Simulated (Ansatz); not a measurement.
System: HgS (P3₂21, No. 154). Method: PBE-D3(BJ) in Ansatz (PAW).

Settings: plane-wave cutoff 520 eV, 12×12×4 k mesh (along the axes of the cell as run), Fermi–Dirac smearing 0.01 eV, scalar-relativistic PAW data made under PBE.

The volume scan:

```json
[
 {"V (Å³/atom)": "22.817", "E − E_lowest (meV/atom)": "2.89", "P (GPa)": "1.049"},
 {"V (Å³/atom)": "23.292", "E − E_lowest (meV/atom)": "0.66", "P (GPa)": "0.474"},
 {"V (Å³/atom)": "23.767", "E − E_lowest (meV/atom)": "0.00", "P (GPa)": "-0.013"},
 {"V (Å³/atom)": "24.243", "E − E_lowest (meV/atom)": "0.63", "P (GPa)": "-0.402"},
 {"V (Å³/atom)": "24.718", "E − E_lowest (meV/atom)": "2.32", "P (GPa)": "-0.724"}
]
```

Question: Estimate the bulk modulus and its pressure derivative from these points.

Answer: V0 = 23.757 Å³/atom, B0 = 21.8 GPa, B′ = 8.9 (fit to the energies at full precision).

Shape and atoms are relaxed at each volume.

Note: the bulk modulus comes from volumes at which shape and atoms were relaxed.

Spin–orbit coupling is not included; it can shift volumes and moduli of such heavy elements.

Static lattice: no zero-point or thermal effects.

The result took roughly 12 core-minutes.

Ansatz is a quantum-chemistry and plane-wave program.
